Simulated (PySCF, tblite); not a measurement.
A complex of methylammonium and 3 × hydrogen fluoride

A gas-phase complex of methylammonium and 3 × hydrogen fluoride; charge +1, singlet. The structure comes from a short search (6 tight-binding starts) and was relaxed by PBE0-D3(BJ)/def2-SVPD; another way of binding may lie lower. No frequency run checks that it is a minimum.

Parts: 1 = methylammonium (C[NH3+]), atoms 1–8, charge +1; 2 = hydrogen fluoride (F), atoms 9–10; 3 = hydrogen fluoride (F), atoms 11–12; 4 = hydrogen fluoride (F), atoms 13–14.

```xyz
14

C    -0.894    0.324    0.760
N    -0.003   -0.154   -0.326
H    -0.536   -0.066    1.717
H    -1.908   -0.039    0.563
H    -0.887    1.418    0.768
H    -0.300    0.221   -1.241
H     0.964    0.147   -0.179
H     0.006   -1.181   -0.378
F     0.099   -2.954    0.017
H     0.127   -3.877   -0.027
F    -0.763    1.128   -2.617
H    -1.145    1.591   -3.345
F    -1.816    2.402   -4.544
H    -1.427    2.704   -5.329
```
Atom numbers follow the order of the file, from 1.

```tsv
contact	kind (by geometry)	distance (Å)	angle (°)
H12···F13	hydrogen bond	1.595	178
H6···F11	hydrogen bond	1.712	169
H8···F9	hydrogen bond	1.819	164
```

Interaction energies are complex less parts, with the parts frozen as they stand in it; counterpoise-corrected, in kcal/mol (PySCF).

Question: Give the interaction energy at each level run.

Answer: 
```json
{"level": "wB97M-D3(BJ)/def2-SVPD", "interaction": "-32.08", "superposition error removed": "-2.42"}
{"level": "PBE0-D3(BJ)/def2-SVPD", "interaction": "-33.12", "superposition error removed": "-2.47"}
```

Question: What holds them together? Decompose the wB97M-D3(BJ)/def2-SVPD energy: frozen parts, their antisymmetrised product, then relaxation.

Answer: electrostatic -37.3, Pauli repulsion +25.4, orbital relaxation -20.8, dispersion correction -1.8 kcal/mol, which sum to the value before the counterpoise correction; the Pauli term holds the exchange-correlation of the frozen density too. Of the attraction, 62 % is electrostatic, 35 % is orbital relaxation, 3 % is dispersion correction.

The parts were also relaxed and run alone, at the levels used for the complex: shieldings by PBE0/pcSseg-1; core levels by delta-SCF with SCAN, pcX-2 on the ionised atom and pcseg-1 elsewhere, spin-free X2C.

Values alone: F11–H12 bond (Å): 0.920; shielding of H12 (ppm): 29.25; shielding of F13 (ppm): 410.5; shielding of H6 (ppm): 26.80; shielding of F11 (ppm): 410.5; N2 1s core level (eV): 415.73; F11 1s core level (eV): 694.12; F13 1s core level (eV): 694.12.

Question: What does binding change?

Answer: 
| property | alone | in the complex | change |
| --- | --- | --- | --- |
| F11–H12 bond (Å) | 0.920 | 0.944 | +0.024 |
| shielding of H12 (ppm) | 29.25 | 23.06 | -6.19 |
| shielding of F13 (ppm) | 410.5 | 418.7 | +8.2 |
| shielding of H6 (ppm) | 26.80 | 24.35 | -2.44 |
| shielding of F11 (ppm) | 410.5 | 429.6 | +19.0 |
| N2 1s core level (eV) | 415.73 | 413.66 | -2.07 |
| F11 1s core level (eV) | 694.12 | 697.38 | +3.26 |
| F13 1s core level (eV) | 694.12 | 698.38 | +4.27 |
